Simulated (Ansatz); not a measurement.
Relaxation of BH$_{5}$O$_{2}$ (8 atoms, charge 0, multiplicity 1), to a largest force component of 0.03 eV/Å in at most 50 steps.

The calculation used RKS PBE/6-31G* in Ansatz 0.2.0.

```xyz
8
Properties=species:S:1:pos:R:3
B -0.124 -0.273 0.037
O 0.068 -0.570 1.386
H -0.770 -0.467 1.873
O 0.917 -0.405 -0.836
H 1.715 -0.713 -0.356
H -1.186 0.069 -0.414
H 0.137 2.046 0.606
H 0.167 1.641 1.190
```

Where does it end, and by what steps?

The run converged. The force dipped under the threshold on the way, but the program's further checks kept it going. After 29 steps the energy has fallen by 0.261 eV; H7 moved furthest, 1.45 Å.

| step | energy less start (eV) | largest force component (eV/Å) | accepted |
| --- | --- | --- | --- |
| 0 | 0.0000 | 1.254 | yes |
| 2 | -0.1956 | 0.215 | yes |
| 4 | -0.2299 | 0.207 | yes |
| 6 | -0.2355 | 0.098 | yes |
| 8 | -0.2475 | 0.047 | yes |
| 10 | -0.2466 | 0.275 | no |
| 12 | -0.2522 | 0.219 | yes |
| 14 | -0.2570 | 0.100 | yes |
| 16 | -0.2589 | 0.051 | yes |
| 18 | -0.2594 | 0.042 | yes |
| 20 | -0.2597 | 0.041 | yes |
| 22 | -0.2600 | 0.021 | yes |
| 24 | -0.2602 | 0.032 | yes |
| 26 | -0.2603 | 0.036 | yes |
| 28 | -0.2605 | 0.061 | no |
| 29 | -0.2607 | 0.028 | yes |

```xyz
8
Properties=species:S:1:pos:R:3
B -0.200 -0.817 -0.160
O -0.037 -0.192 1.061
H -0.894 -0.096 1.518
O 0.893 -1.038 -0.950
H 1.700 -0.694 -0.510
H -1.275 -1.186 -0.565
H 0.368 3.042 1.632
H 0.369 2.310 1.460
```

Whether the end is a true minimum wasn't checked by a vibrational analysis.

The run took 36 s on 1 thread of Arm Neoverse V1 (shared host), peak memory 0.1 GiB.
